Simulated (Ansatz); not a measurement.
Input (CCSDT(Q)/aug-cc-pV(D+d)Z; Ansatz, a quantum-chemistry and plane-wave program): A basis named .json is the Basis Set Exchange file of that set.

Ansatz 0.2 input:
```yaml
crystal:
  periodic: [false, false, false]
  atoms:
    - {symbol: Cl, position_ang: [0.01881954, -0.81730081, 0.00000000]}
    - {symbol: H, position_ang: [-0.47048846, 0.56948019, 0.00000000]}
    - {symbol: O, position_ang: [0.01881954, 1.66557919, 0.00000000]}
basis:
  gaussian:
    orbitals: aug-cc-pV_D+d_Z.json
magnetization: {spin_polarized: true, initial_magnetization: 2}
correlation: {method: ccsdt_q, electrons: outside_noble_gas}
```

Output:

```
mean field evaluation 224: about -14552.9540 eV, gradient 6.3e0 eV
mean field evaluation 256: about -14549.6191 eV, gradient 7.7e0 eV
mean field evaluation 288: about -14551.9295 eV, gradient 1.7e0 eV
mean field evaluation 320: about -14553.5124 eV, gradient 6.8e-2 eV
mean field evaluation 352: about -14552.8860 eV, gradient 2.9e-4 eV
mean field evaluation 384: about -14546.9312 eV, gradient 2.2e1 eV
mean field evaluation 416: about -14552.7715 eV, gradient 6.3e0 eV
mean field evaluation 448: about -14553.4978 eV, gradient 8.8e-1 eV
mean field evaluation 480: about -14552.2012 eV, gradient 1.5e0 eV
mean field evaluation 512: about -14553.7160 eV, gradient 2.3e-1 eV
mean field evaluation 544: about -14546.6026 eV, gradient 2.2e-3 eV
mean field evaluation 576: about -14552.2137 eV, gradient 8.4e-1 eV
mean field evaluation 608: about -14552.0334 eV, gradient 1.9e-2 eV
mean field evaluation 640: about -14552.4209 eV, gradient 1.3e0 eV
mean field evaluation 672: about -14553.7285 eV, gradient 5.9e-3 eV
mean field evaluation 704: about -14544.2797 eV, gradient 3.3e0 eV
mean field evaluation 736: about -14544.3101 eV, gradient 7.7e-1 eV
mean field evaluation 768: about -14546.4466 eV, gradient 1.6e1 eV
mean field evaluation 800: about -14553.7284 eV, gradient 1.2e-2 eV
mean field evaluation 832: about -14546.5883 eV, gradient 1.1e1 eV
mean field evaluation 864: about -14552.1761 eV, gradient 6.2e-1 eV
mean field evaluation 896: about -14552.2358 eV, gradient 1.6e-2 eV
mean field -14553.72852103 eV, -534.8396582764 hartree, gradient 2.6e-6 eV, S^2 2.030684; 19 other end points of the search recorded, 0 dependent functions left out
determinant -14553.72852103 eV, -534.8396582764 hartree, with singles and doubles -14562.80478880 eV, -535.1732049646 hartree
determinant -14553.51252623 eV, -534.8317206138 hartree, with singles and doubles -14562.56349365 eV, -535.1643375316 hartree
determinant -14552.88600866 eV, -534.8086965180 hartree, with singles and doubles -14561.81875516 eV, -535.1369688967 hartree
determinant -14552.23578440 eV, -534.7848012171 hartree, with singles and doubles -14561.66834710 eV, -535.1314415027 hartree
determinant -14552.03339545 eV, -534.7773635603 hartree, with singles and doubles -14561.26910678 eV, -535.1167696915 hartree
determinant -14551.98781520 eV, -534.7756885168 hartree, with singles and doubles -14561.13476157 eV, -535.1118325961 hartree
determinant -14553.72852103 eV, -534.8396582764 hartree, with singles and doubles -14562.86043986 eV, -535.1752501036 hartree
determinant -14553.51252623 eV, -534.8317206138 hartree, with singles and doubles -14562.59886181 eV, -535.1656372874 hartree
6 core orbitals not correlated
reference -14553.72852103 eV, -534.8396582764 hartree; 8, 6 occupied and 50, 52 virtual orbitals, 1053 factors
second order -8.10648658 eV of doubles, -0.00000000 eV of singles
coupled cluster: 1.76 GiB planned
cycle   1  -8.71169996 eV  change   -6.1e-1 eV  update   9.0e-2
cycle   2  -9.11515373 eV  change   -4.0e-1 eV  update   4.4e-2
cycle   3  -9.39020953 eV  change   -2.8e-1 eV  update   3.8e-2
cycle   4  -9.41691189 eV  change   -2.7e-2 eV  update   2.4e-2
cycle   5  -9.41509138 eV  change    1.8e-3 eV  update   2.0e-2
cycle   6  -9.44804200 eV  change   -3.3e-2 eV  update   1.1e-2
cycle   7  -9.46801406 eV  change   -2.0e-2 eV  update   7.7e-3
cycle   8  -9.46875119 eV  change   -7.4e-4 eV  update   5.4e-3
cycle   9  -9.47388186 eV  change   -5.1e-3 eV  update   3.6e-3
cycle  10  -9.47621206 eV  change   -2.3e-3 eV  update   2.0e-3
cycle  11  -9.47514000 eV  change    1.1e-3 eV  update   1.2e-3
cycle  12  -9.47665532 eV  change   -1.5e-3 eV  update   8.9e-4
cycle  13  -9.47676507 eV  change   -1.1e-4 eV  update   7.0e-4
cycle  14  -9.47697711 eV  change   -2.1e-4 eV  update   5.7e-4
cycle  15  -9.47696995 eV  change    7.2e-6 eV  update   3.8e-4
cycle  16  -9.47716119 eV  change   -1.9e-4 eV  update   3.0e-4
cycle  17  -9.47742543 eV  change   -2.6e-4 eV  update   2.0e-4
cycle  18  -9.47767209 eV  change   -2.5e-4 eV  update   1.5e-4
cycle  19  -9.47783589 eV  change   -1.6e-4 eV  update   1.2e-4
cycle  20  -9.47786379 eV  change   -2.8e-5 eV  update   1.0e-4
cycle  21  -9.47780157 eV  change    6.2e-5 eV  update   8.3e-5
cycle  22  -9.47776316 eV  change    3.8e-5 eV  update   5.5e-5
cycle  23  -9.47776786 eV  change   -4.7e-6 eV  update   3.6e-5
cycle  24  -9.47778202 eV  change   -1.4e-5 eV  update   2.5e-5
cycle  25  -9.47780174 eV  change   -2.0e-5 eV  update   1.9e-5
cycle  26  -9.47779963 eV  change    2.1e-6 eV  update   1.5e-5
cycle  27  -9.47779227 eV  change    7.4e-6 eV  update   1.0e-5
cycle  28  -9.47778819 eV  change    4.1e-6 eV  update   7.1e-6
cycle  29  -9.47778879 eV  change   -6.0e-7 eV  update   4.8e-6
cycle  30  -9.47779316 eV  change   -4.4e-6 eV  update   3.1e-6
cycle  31  -9.47779689 eV  change   -3.7e-6 eV  update   1.6e-6
cycle  32  -9.47779859 eV  change   -1.7e-6 eV  update   1.1e-6
cycle  33  -9.47779886 eV  change   -2.7e-7 eV  update   5.9e-7
perturbative correction -0.03603609 eV, -0.0013243020 hartree
Total energy: -14563.24235598 eV, -535.1892852621 hartree
```

The determinant is spin-contaminated: <S^2> is 2.03, 0.03 over the pure value.
